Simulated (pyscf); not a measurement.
A first-order saddle from PySCF, ωB97X-D3(BJ)/def2-SVP:

```xyz
6

C     -1.0275    -0.0700    -0.0474
Cl    -0.5215     0.2529     1.5975
H     -1.3270    -1.5223     0.2586
H     -2.1068    -0.1013    -0.2293
H     -0.2986    -0.5715    -0.6926
Cl    -0.8147     1.6984    -1.0112
```
Charge 0, spin multiplicity 2.

Surface: doublet, charge 0. Lowest wavenumbers (cm⁻¹): 1528i, 233, 490, 560, 650.

### Question
What reaction is this the transition state of?

### Answer
H₃C–Cl (SMILES CCl) + Cl• (SMILES [Cl]) <-> Cl–CH₂–Cl (SMILES ClCCl) + H• (SMILES [H]), a substitution at C read from left to right: C–H broken and C–Cl formed. At CCSD(T)/def2-TZVPP + ΔMP2(QZVPP) it lies +212.2 kJ/mol from the left side and +105.2 kJ/mol from the right (each side as separated species at their lowest minima found). On the reactant side the descent ends in what is likely a three-electron adduct, which functionals tend to overbind, 26.7 kJ/mol under the separated species and 235.3 kJ/mol under the saddle at ωB97X-D3(BJ)/def2-TZVP. The same reactants have a lower exit, to H₃C–Cl + Cl• (barrier +101.4 kJ/mol at ωB97M-D3(BJ), against +207.8 kJ/mol here). This is the saddle that the search found; another between the same sides may lie lower. The angle at the attacked C is 163°. The CCSD(T) − MP2 part came from Ansatz, without density fitting, on the same reference. Left out: the spin-orbit lowering of Cl.
